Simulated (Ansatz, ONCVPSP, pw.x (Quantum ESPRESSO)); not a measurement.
## From atom to crystal: ONCV potential for Cu

ONCVPSP 4.0.1 input, shortened (lines: element, Z, core and valence counts, functional; n l f; lmax; l rc ep ncon nbas qcut; lloc lpopt rc5 dvloc0; l nproj debl; icmod fcfact rcfact), PBEsol, scalar-relativistic:

```
  Cu 29.00    3    4  -116133      upf
    1    0    2.00
    2    0    2.00
    2    1    6.00
    3    0    2.00
    3    1    6.00
    3    2   10.00
    4    0    1.00
    2
    0    1.35    0.00    4    8    7.00
    1    1.15    0.00    4    8    9.50
    2    1.60    0.00    3    8    8.50
    4    5    0.90    0.00
    0    2    2.70
    1    2    0.80
    2    2    2.10
    3    5.40    1.55
```

In the p channel the program set the typed energies aside and used -2.646, 0.250 Ha.

Crystal test: bcc Cu in pw.x 7.5, no spin, 16³ k-points, Fermi–Dirac smearing 0.01 Ry, cutoffs 125/500 Ry. The lattice is a test structure that the element need not adopt, and mesh and smearing are coarse.

pw.x input:

```
&control
  calculation='scf', prefix='x', pseudo_dir='./', outdir='./tmp', tstress=.true., disk_io='low'
/
&system
  ibrav=0, nat=1, ntyp=1, ecutwfc=125, ecutrho=500, nbnd=18,
  occupations='smearing', smearing='fd', degauss=0.01
/
&electrons
  conv_thr=1e-09, mixing_beta=0.4, electron_maxstep=70
/
ATOMIC_SPECIES
Cu 1.0 Cu.UPF
CELL_PARAMETERS angstrom
  -1.41667974 1.41667974 1.41667974
  1.41667974 -1.41667974 1.41667974
  1.41667974 1.41667974 -1.41667974
ATOMIC_POSITIONS crystal
Cu 0.0000 0.0000 0.0000
K_POINTS automatic
16 16 16 0 0 0
```

```bash
pw.x < Cu.scf.in > Cu.scf.out
```

Task: How does the run end?

Result: It converges; the pressure is -5.80 GPa against -0.14 GPa from all-electron LAPW. This is a poor potential for the solid. Atomic configuration tests: 1 of 4 tests not solved or not reliable. The log shows:

```
     number of Kohn-Sham states=           18
     kinetic-energy cutoff     =     125.0000  Ry
     charge density cutoff     =     500.0000  Ry
     scf convergence threshold =      1.0E-09
     Exchange-correlation= PBESOL
     number of k points=   145  Fermi-Dirac smearing, width (Ry)=  0.0100
     iteration #  1     ecut=   125.00 Ry     beta= 0.40
     total energy              =    -382.96116683 Ry
     estimated scf accuracy    <       0.27319281 Ry
     iteration #  2     ecut=   125.00 Ry     beta= 0.40
     total energy              =    -383.03277834 Ry
     estimated scf accuracy    <       0.03764425 Ry
     iteration #  3     ecut=   125.00 Ry     beta= 0.40
     total energy              =    -383.03861051 Ry
     estimated scf accuracy    <       0.00153214 Ry
     iteration #  4     ecut=   125.00 Ry     beta= 0.40
     total energy              =    -383.03886645 Ry
     estimated scf accuracy    <       0.00024077 Ry
     iteration #  5     ecut=   125.00 Ry     beta= 0.40
     total energy              =    -383.03887244 Ry
     estimated scf accuracy    <       0.00002665 Ry
     iteration #  6     ecut=   125.00 Ry     beta= 0.40
     total energy              =    -383.03887785 Ry
     estimated scf accuracy    <       0.00000017 Ry
     iteration #  7     ecut=   125.00 Ry     beta= 0.40
     total energy              =    -383.03887787 Ry
     estimated scf accuracy    <       0.00000002 Ry
     iteration #  8     ecut=   125.00 Ry     beta= 0.40
     the Fermi energy is    18.0737 ev
!    total energy              =    -383.03887788 Ry
     estimated scf accuracy    <          4.7E-11 Ry
     smearing contrib. (-TS)   =      -0.00161634 Ry
     The total energy is F=E-TS. E is the sum of the following terms:
     one-electron contribution =    -198.31245839 Ry
     hartree contribution      =     111.00714677 Ry
     xc contribution           =     -50.36471335 Ry
     ewald contribution        =    -245.36723656 Ry
     convergence has been achieved in   8 iterations
          total   stress  (Ry/bohr**3)                   (kbar)     P=      -58.02
```
